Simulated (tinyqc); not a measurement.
Worked calculation: LCCD on RHF in the sto-3g basis, frozen core, for HF, spin multiplicity 1. One step of it, computed by the program tinyqc.

Problem. Iteration 1: building the Fock matrix. J_ij = sum D_kl (ij|kl), K_ij = sum D_kl (ik|jl); F = H + J - 0.5 K; E = tr D H + tr D J / 2 - 0.25 tr D K + E_nn.

D at the start:
```
            1F 1s      1F 2s    1F 2px    1F 2py     1F 2pz      2H 1s
1F 1s    2.094351  -0.395341  0.000000  0.000000   0.073592  -0.146624
1F 2s   -0.395341   1.691749  0.000000  0.000000  -0.275898   0.434797
1F 2px   0.000000   0.000000  2.000000  0.000000   0.000000   0.000000
1F 2py   0.000000   0.000000  0.000000  2.000000   0.000000   0.000000
1F 2pz   0.073592  -0.275898  0.000000  0.000000   1.827254   0.225322
2H 1s   -0.146624   0.434797  0.000000  0.000000   0.225322   0.162066
```

core Hamiltonian H = T + V (hartree):
```
             1F 1s       1F 2s     1F 2px     1F 2py     1F 2pz      2H 1s
1F 1s   -40.507829   -9.504574   0.000000   0.000000  -0.010540  -1.297876
1F 2s    -9.504574  -10.985123   0.000000   0.000000  -0.130074  -2.945822
1F 2px    0.000000    0.000000  -8.657644   0.000000   0.000000   0.000000
1F 2py    0.000000    0.000000   0.000000  -8.657644   0.000000   0.000000
1F 2pz   -0.010540   -0.130074   0.000000   0.000000  -8.732005  -2.041370
2H 1s    -1.297876   -2.945822   0.000000   0.000000  -2.041370  -4.720497
```

Two-electron integrals (ij|kl) in chemists' order, unique and non-zero (hartree):
```
(11|11) 5.403501   (21|11) 0.841920   (21|21) 0.156299   (22|11) 1.268028
(22|21) 0.292344   (22|22) 0.926167   (31|31) 0.027998   (32|31) 0.043169
(32|32) 0.204588   (33|11) 1.264502   (33|21) 0.292403   (33|22) 0.925959
(33|33) 0.997514   (41|41) 0.027998   (42|41) 0.043169   (42|42) 0.204588
(43|43) 0.053770   (44|11) 1.264502   (44|21) 0.292403   (44|22) 0.925959
(44|33) 0.889973   (44|44) 0.997514   (51|51) 0.027998   (52|51) 0.043169
(52|52) 0.204588   (53|53) 0.053770   (54|54) 0.053770   (55|11) 1.264502
(55|21) 0.292403   (55|22) 0.925959   (55|33) 0.889973   (55|44) 0.889973
(55|55) 0.997514   (61|11) 0.115498   (61|21) 0.021270   (61|22) 0.039561
(61|33) 0.039500   (61|44) 0.039500   (61|51) 0.000869   (61|52) 0.001635
(61|55) 0.039690   (61|61) 0.002924   (62|11) 0.303071   (62|21) 0.070857
(62|22) 0.251697   (62|33) 0.247953   (62|44) 0.247953   (62|51) 0.004834
(62|52) 0.038279   (62|55) 0.258938   (62|61) 0.009792   (62|62) 0.085378
(63|31) 0.007289   (63|32) 0.043678   (63|53) 0.007986   (63|63) 0.012444
(64|41) 0.007289   (64|42) 0.043678   (64|54) 0.007986   (64|64) 0.012444
(65|11) 0.210701   (65|21) 0.049878   (65|22) 0.189647   (65|33) 0.181629
(65|44) 0.181629   (65|51) 0.010258   (65|52) 0.070912   (65|55) 0.205464
(65|61) 0.007171   (65|62) 0.078956   (65|65) 0.084932   (66|11) 0.472360
(66|21) 0.112236   (66|22) 0.460533   (66|33) 0.445272   (66|44) 0.445272
(66|51) 0.009250   (66|52) 0.104065   (66|55) 0.490561   (66|61) 0.015594
(66|62) 0.203899   (66|65) 0.219369   (66|66) 0.774606
```

nuclear repulsion = 4.34543330 hartree

Give: Coulomb J; exchange K; Fock matrix F; total energy of this density.

Solution.

Coulomb J (hartree):
```
         1F 1s   1F 2s  1F 2px  1F 2py  1F 2pz  2H 1s
1F 1s   20.566   3.934   0.000   0.000  -0.010  0.535
1F 2s    3.934   9.755   0.000   0.000  -0.025  2.589
1F 2px   0.000   0.000   9.743   0.000   0.000  0.000
1F 2py   0.000   0.000   0.000   9.743   0.000  0.000
1F 2pz  -0.010  -0.025   0.000   0.000   9.752  1.927
2H 1s    0.535   2.589   0.000   0.000   1.927  4.698
```

exchange K (hartree):
```
         1F 1s   1F 2s  1F 2px  1F 2py  1F 2pz  2H 1s
1F 1s   11.064   1.950   0.000   0.000   0.006  0.272
1F 2s    1.950   3.084   0.000   0.000  -0.109  0.966
1F 2px   0.000   0.000   2.613   0.000   0.000  0.000
1F 2py   0.000   0.000   0.000   2.613   0.000  0.000
1F 2pz   0.006  -0.109   0.000   0.000   2.573  0.626
2H 1s    0.272   0.966   0.000   0.000   0.626  0.702
```

Fock matrix F (hartree):
```
          1F 1s   1F 2s  1F 2px  1F 2py  1F 2pz   2H 1s
1F 1s   -25.474  -6.545   0.000   0.000  -0.023  -0.898
1F 2s    -6.545  -2.773   0.000   0.000  -0.100  -0.840
1F 2px    0.000   0.000  -0.221   0.000   0.000   0.000
1F 2py    0.000   0.000   0.000  -0.221   0.000   0.000
1F 2pz   -0.023  -0.100   0.000   0.000  -0.267  -0.427
2H 1s    -0.898  -0.840   0.000   0.000  -0.427  -0.374
```

total energy of this density = -98.25240 hartree
